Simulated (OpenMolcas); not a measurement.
**A workflow on SiHOF (SMILES O[Si]F)**

We compute a single-point energy (HF/STO-3G), then the energy (CASSCF(2,2)/STO-3G), then the energy (CASPT2(2,2)/STO-3G), then a single-point energy (SC-NEVPT2(2,2)/STO-3G), then a single-point energy (MRCI(2,2)/STO-3G) of SiHOF. 

The results are computed with OpenMolcas 26.06.

1 further run of the same task is left out (for a known fault of the program).

### Step 1. Starting point

SiHOF has 4 atoms, charge 0, and is taken as a singlet. As SMILES, `O[Si]F`. Geometry: relaxed at GFN2-xTB.

Bond lengths: O1–Si2 1.607 Å, Si2–F3 1.648 Å, O1–H4 0.960 Å. Angles: O1–Si2–F3 98.8°, Si2–O1–H4 126.0°.

### Step 2. The energy at HF/STO-3G (run 1)

Input file coord.xyz:

```xyz
4

O     -0.560720     0.735830    -0.178750
Si     0.270050     0.078240     1.029450
F      0.903200    -1.214360     0.226270
H     -0.612530     0.400300    -1.076970
```

Input file step1.input:

```
>>> EXPORT MOLCAS_PRINT=2

&gateway
  baslib
  $CurrDir
  coord
  coord.xyz
  basis
  STO-3G
  group
  NoSym

&seward

&scf
  prorbitals
  1 1
```

The basis set STO-3G is read from a file made from the Basis Set Exchange's data (not shown).

Run with:

```
$ export MOLCAS_MEM=1860
$ pymolcas step1.input > step1.log
```

The log of the run, shortened:

```text
--- Start Module: gateway ---
[...]
--- Stop Module: gateway /rc=_RC_ALL_IS_WELL_ ---
--- Start Module: seward ---
[...]
      Basis functions           20
--- Stop Module: seward /rc=_RC_ALL_IS_WELL_ ---
--- Start Module: scf ---
[...]
       Convergence after  10 Iterations
[...]
::    Total SCF energy                               -458.0653835183
[...]
      Total spin, S                                     0.0000000000
[...]
      Total electronic charge=   32.000000
      Total            charge=   -0.000000
[...]
      Dipole Moment (debye):
      Origin of the operator (angstrom)=    0.2365   -0.1361    0.4557
                   X= -4.8391E-02               Y= -4.8616E-02               Z= -2.6429E-01           Total=  2.7305E-01
      Quadrupole Moment (debye*angstrom):
[...]
--- Stop Module: scf /rc=_RC_ALL_IS_WELL_ ---
[...]
```

Run time: 1.6 s. Hardware: 1 thread of Arm Neoverse V1, shared host; peak memory 0.37 GiB.

### Step 3. A single-point energy at CASSCF(2,2)/STO-3G (run 2)

coord.xyz is that of step 2.

Input file step2.input:

```
>>> EXPORT MOLCAS_PRINT=2
&gateway
baslib=$CurrDir
coord=coord.xyz
basis=STO-3G
group=NoSym
&seward
&rasscf
fileorb=$CurrDir/step1.ScfOrb
spin=1
nactel=2 0 0
inactive=15
ras2=2
orblisting=Nothing
```

The basis set STO-3G is read from a file made from the Basis Set Exchange's data (not shown).

Run with:

```
$ export MOLCAS_MEM=1860
$ pymolcas step2.input > step2.log
```

The log of the run, shortened:

```text
--- Start Module: gateway ---
[...]
--- Stop Module: gateway /rc=_RC_ALL_IS_WELL_ ---
--- Start Module: seward ---
[...]
      Basis functions           20
--- Stop Module: seward /rc=_RC_ALL_IS_WELL_ ---
--- Start Module: rasscf ---
[...]
      Number of active orbitals                  2
[...]
      Spin quantum number                      0.0
[...]
      Active orbitals                            2
[...]
      Number of CSFs                             3
[...]
      Number of root(s) required                 1
[...]
      Convergence after  9 iterations
[...]
      printout of CI-coefficients larger than  0.05 for root  1
      energy=    -458.074670
      conf/sym  11     Coeff  Weight
             1  20   0.99277 0.98559
             3  02  -0.12005 0.01441
      Natural orbitals and occupation numbers for root  1
      sym 1:   1.971178   0.028822
      ************************************************************************************************************************
      *                                                    Final results                                                     *
[...]
::    RASSCF root number  1 Total energy:   -458.07467048
[...]
      Total electronic charge=   32.000000
      Total            charge=   -0.000000
[...]
      Dipole Moment (debye):
      Origin of the operator (angstrom)=    0.2365   -0.1361    0.4557
                   X= -2.4159E-02               Y= -2.1516E-02               Z= -1.2801E-01           Total=  1.3203E-01
      Quadrupole Moment (debye*angstrom):
[...]
--- Stop Module: rasscf /rc=_RC_ALL_IS_WELL_ ---
[...]
```

Wall time 1.7 s (1 thread of Arm Neoverse V1, shared host); peak memory 0.37 GiB.

### Step 4. A single-point energy at CASPT2(2,2)/STO-3G (run 3)

coord.xyz is that of step 3.

Input file step3.inp:

```
* FHOSi CASPT2

&GATEWAY
 BASLIB=$CurrDir
 COORD=coord.xyz
 BASIS=STO-3G
 GROUP=NoSym

&SEWARD

&RASSCF
 FILEORB=$CurrDir/step2.RasOrb
 SPIN=1
 NACTEL=2 0 0
 INACTIVE=15
 RAS2=2
 ORBLISTING=Nothing

&CASPT2
 IMAGINARY=0.1
 FROZEN=7
```

The basis set STO-3G is read from a file made from the Basis Set Exchange's data (not shown).

Run with:

```
$ export MOLCAS_MEM=1860
$ pymolcas step3.inp > step3.log
```

The log of the run, shortened:

```text
--- Start Module: gateway ---
[...]
--- Stop Module: gateway /rc=_RC_ALL_IS_WELL_ ---
[...]
      Basis functions           20
[...]
--- Start Module: rasscf ---
[...]
      Number of active orbitals                  2
[...]
      Spin quantum number                      0.0
[...]
      Active orbitals                            2
[...]
      Number of CSFs                             3
[...]
      Number of root(s) required                 1
[...]
      Convergence after  4 iterations
[...]
      printout of CI-coefficients larger than  0.05 for root  1
      energy=    -458.074670
      conf/sym  11     Coeff  Weight
             1  20   0.99277 0.98559
             3  02  -0.12005 0.01441
      Natural orbitals and occupation numbers for root  1
      sym 1:   1.971178   0.028822
      ************************************************************************************************************************
      *                                                    Final results                                                     *
[...]
::    RASSCF root number  1 Total energy:   -458.07467048
[...]
      Total electronic charge=   32.000000
      Total            charge=   -0.000000
[...]
      Dipole Moment (debye):
      Origin of the operator (angstrom)=    0.2365   -0.1361    0.4557
                   X= -2.4159E-02               Y= -2.1504E-02               Z= -1.2798E-01           Total=  1.3200E-01
      Quadrupole Moment (debye*angstrom):
[...]
--- Stop Module: rasscf /rc=_RC_ALL_IS_WELL_ ---
--- Start Module: caspt2 ---
[...]
 ###    WARNING: User changed nr of frozen orbitals.                         ###
 ###############################################################################
[...]
      E2 (Variational):          -0.0812416925
      Total energy:            -458.1559121735
[...]
      Reference weight:           0.96131
[...]
::    CASPT2 Root  1     Total energy:   -458.15591217
[...]
--- Stop Module: caspt2 /rc=_RC_ALL_IS_WELL_ ---
[...]
```

Run time: 1.7 s. Hardware: 1 thread of Arm Neoverse V1, shared host; peak memory 0.37 GiB.

### Step 5. The energy at SC-NEVPT2(2,2)/STO-3G (run 4)

coord.xyz is that of step 4.

Input file step4.inp:

```
* FHOSi NEVPT2
>>> EXPORT MOLCAS_PRINT=2

&GATEWAY
  BasLib = $CurrDir
  Coord = coord.xyz
  Basis = STO-3G
  Group = NoSym

&SEWARD

&RASSCF
  FileOrb = $CurrDir/step2.RasOrb
  Spin = 1
  Nactel = 2 0 0
  Inactive = 15
  Ras2 = 2
  OrbListing = Nothing

&CASPT2
  SC-NEVPT2
  Frozen = 7
```

The basis set STO-3G is read from a file made from the Basis Set Exchange's data (not shown).

Run with:

```
$ export MOLCAS_MEM=1860
$ pymolcas step4.inp > step4.log
```

The log of the run, shortened:

```text
--- Start Module: gateway ---
[...]
--- Stop Module: gateway /rc=_RC_ALL_IS_WELL_ ---
[...]
      Basis functions           20
[...]
--- Start Module: rasscf ---
[...]
      Number of active orbitals                  2
[...]
      Spin quantum number                      0.0
[...]
      Active orbitals                            2
[...]
      Number of CSFs                             3
[...]
      Number of root(s) required                 1
[...]
      Convergence after  4 iterations
[...]
      printout of CI-coefficients larger than  0.05 for root  1
      energy=    -458.074670
      conf/sym  11     Coeff  Weight
             1  20   0.99277 0.98559
             3  02  -0.12005 0.01441
      Natural orbitals and occupation numbers for root  1
      sym 1:   1.971178   0.028822
      ************************************************************************************************************************
      *                                                    Final results                                                     *
[...]
::    RASSCF root number  1 Total energy:   -458.07467048
[...]
      Total electronic charge=   32.000000
      Total            charge=   -0.000000
[...]
      Dipole Moment (debye):
      Origin of the operator (angstrom)=    0.2365   -0.1361    0.4557
                   X= -2.4159E-02               Y= -2.1504E-02               Z= -1.2798E-01           Total=  1.3200E-01
      Quadrupole Moment (debye*angstrom):
[...]
--- Stop Module: rasscf /rc=_RC_ALL_IS_WELL_ ---
--- Start Module: caspt2 ---
[...]
 ###    WARNING: User changed nr of frozen orbitals.                         ###
 ###############################################################################
[...]
      E2 (Variational):          -0.0780761948
[...]
      E2 (Variational):          -0.0780699464
      Total energy:            -458.1527404275
[...]
      Reference weight:           0.96431
[...]
::    SC-NEVPT2 Root  1     Total energy:   -458.15274043
[...]
--- Stop Module: caspt2 /rc=_RC_ALL_IS_WELL_ ---
[...]
```

It took 1.8 s on 1 thread of Arm Neoverse V1, shared host; peak memory 0.37 GiB.

### Step 6. The energy at MRCI(2,2)/STO-3G (run 5)

coord.xyz is that of step 5.

Input file step5.inp:

```
&GATEWAY
 BasLib=$CurrDir
 Coord=coord.xyz
 Basis=STO-3G
 Group=NoSym

&SEWARD

&RASSCF
 FileOrb=$CurrDir/step2.RasOrb
 Spin=1
 Nactel=2 0 0
 Inactive=15
 Ras2=2
 OrbListing=Nothing

&MOTRA
 LumOrb
 Frozen=7

&GUGA
 Electrons=18
 Spin=1
 Inactive=8
 Active=2
 CIAll=1

&MRCI
 SDCI
```

The basis set STO-3G is read from a file made from the Basis Set Exchange's data (not shown).

Run with:

```
$ export MOLCAS_MEM=1860
$ pymolcas step5.inp > step5.log
```

The log of the run, shortened:

```text
--- Start Module: gateway ---
[...]
--- Stop Module: gateway /rc=_RC_ALL_IS_WELL_ ---
[...]
      Basis functions           20
[...]
      Number of active orbitals                  2
[...]
      Spin quantum number                      0.0
[...]
      Active orbitals                            2
[...]
      Number of CSFs                             3
[...]
      Number of root(s) required                 1
[...]
      Convergence after  4 iterations
[...]
      printout of CI-coefficients larger than  0.05 for root  1
      energy=    -458.074670
      conf/sym  11     Coeff  Weight
             1  20   0.99277 0.98559
             3  02  -0.12005 0.01441
      Natural orbitals and occupation numbers for root  1
      sym 1:   1.971178   0.028822
      ************************************************************************************************************************
      *                                                    Final results                                                     *
[...]
::    RASSCF root number  1 Total energy:   -458.07467048
[...]
      Dipole Moment (debye):
      Origin of the operator (angstrom)=    0.2365   -0.1361    0.4557
                   X= -2.4159E-02               Y= -2.1504E-02               Z= -1.2798E-01           Total=  1.3200E-01
      Quadrupole Moment (debye*angstrom):
[...]
      *** WARNING: Default frozen orbitals is overwritten by user input.
      *** Default values:   4
[...]
--- Start Module: guga ---
[...]
--- Stop Module: guga /rc=_RC_ALL_IS_WELL_ ---
--- Start Module: mrci ---
[...]
       (But an ACPF correction will be computed)
       USE THE DEFAULT ACPF G-VALUE GFAC=  0.11111111111111110
[...]
                      CI ENERGY:  -458.16910651
[...]
                ACPF CORRECTION:    -0.00583903
[...]
      Total electronic charge=   32.000000
      Total            charge=   -0.000000
[...]
     ACPF CORRECTION:     -0.00583903
[...]
  CI State   1     Total energy:   -458.16910651     QDav:     -0.00662008     QACPF:     -0.00583903
[...]
--- Stop Module: mrci /rc=_RC_ALL_IS_WELL_ ---
[...]
```

Wall time 1.9 s (1 thread of Arm Neoverse V1, shared host); peak memory 0.37 GiB.

### Step 7. Outcome

```
                                                    quantity          value
                              run 1, HF/STO-3G: total energy  -458.06538 Eh
                             run 1, HF/STO-3G: dipole moment         0.27 D
                               run 1, HF/STO-3G: HOMO energy       -6.96 eV
                               run 1, HF/STO-3G: LUMO energy        7.27 eV
                             run 1, HF/STO-3G: HOMO–LUMO gap       14.23 eV
                     run 2, CASSCF(2,2)/STO-3G: total energy  -458.07467 Eh
   run 2, CASSCF(2,2)/STO-3G: dipole moment (CASSCF density)         0.13 D
                     run 3, CASPT2(2,2)/STO-3G: total energy  -458.15591 Eh
   run 3, CASPT2(2,2)/STO-3G: dipole moment (CASSCF density)         0.13 D
                  run 4, SC-NEVPT2(2,2)/STO-3G: total energy  -458.15274 Eh
run 4, SC-NEVPT2(2,2)/STO-3G: dipole moment (CASSCF density)         0.13 D
                       run 5, MRCI(2,2)/STO-3G: total energy  -458.16911 Eh
     run 5, MRCI(2,2)/STO-3G: dipole moment (CASSCF density)         0.13 D
```

Mulliken charges (run 1, HF/STO-3G) run from -0.52 on O1 to +0.71 on Si2. Mulliken charges (run 2, CASSCF(2,2)/STO-3G) run from -0.53 on O1 to +0.72 on Si2. Mulliken charges (run 3, CASPT2(2,2)/STO-3G) of the CASSCF density run from -0.53 on O1 to +0.72 on Si2.
